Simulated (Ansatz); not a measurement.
Take a crystal in which B has been replaced by Sc on all its sites, with the cell rescaled by a rough guess (in some cases also distorted within its space group) and nothing relaxed:

```yaml
crystal:
  lattice:
    - [3.89710, 0.00000, 0.00000]
    - [-1.94855, 3.37498, 0.00000]
    - [0.00000, 0.00000, 3.26328]
  atoms:
    - { symbol: Sc, position: [0.33333, 0.66667, 0.50000] }
    - { symbol: Ir, position: [0.00000, 0.00000, 0.00000] }
```

The calculation used DFT PBEsol, scalar-relativistic, plane waves, PAW (Ansatz).

Plane waves to 420 eV, a k mesh through Γ of 12×12×14 on the computed 2-atom cell and Gaussian smearing (0.10 eV); no spin polarisation.

Task: Will this cell want to expand or contract, and how hard?

Result: The pressure is -13.0 GPa (positive in compression), so the cell would contract.

Task: Is it a metal on this mesh?

Result: Yes, a band crosses the Fermi level.

Task: What is its energy against the elements in their standard states?

Result: -0.332 eV/atom at this unrelaxed geometry, with the elements in the same functional.

Spin-orbit coupling is left out, which matters for the bands of heavy elements.